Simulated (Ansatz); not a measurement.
`C=CN1C=C1` + `F/C=C/F` → `C=C/C(F)=C\F` + `C1=CN1`  (formal exchange of groups at a C–N bond)

Computed with Ansatz on PBE0-D4/def2-TZVP structures; ΔE is electronic, products minus reactants. CCSD(T)/CBS adds triple-zeta CCSD(T) − MP2 to the extrapolated MP2 energy (def2 sets, frozen cores). Double bonds are as drawn, so ΔE can hold a change between cis and trans. DFT in def2-TZVPP. Each species was taken in one conformer, which may not be the lowest.

```json
{"species": "`C=CN1C=C1`", "CAM-B3LYP energy (Eh)": "-209.98059"}
{"species": "`F/C=C/F`", "CAM-B3LYP energy (Eh)": "-277.08727"}
{"species": "`C=C/C(F)=C\\F`", "CAM-B3LYP energy (Eh)": "-354.47694"}
{"species": "`C1=CN1`", "CAM-B3LYP energy (Eh)": "-132.60666"}
```

**Question.** Work out ΔE.

**Answer.** ΔE = (-354.47694) + (-132.60666) − (-209.98059) − (-277.08727) = -0.01574 Eh = -41.3 kJ/mol. CCSD(T)/CBS gives -42.8 kJ/mol.

**Question.** What do rigid-rotor, harmonic-oscillator terms from PBE0-D4/def2-TZVP frequencies (298.15 K, 1 bar) make of the CCSD(T)/CBS value? (An estimate is asked.)

**Answer.** Ansatz gave: ΔZPE = +3.2 kJ/mol, ΔH = -39.6 kJ/mol, ΔS = 0 J/(mol·K), ΔG = -39.7 kJ/mol.

Largest T1 diagnostic among the species: 0.012.

Leaving LDA and LC-ωPBE aside and taking each functional with its dispersion term where it has one, the values, not all of them listed here, spread over 10.4 kJ/mol, from B97M-V to ωB97X-V.
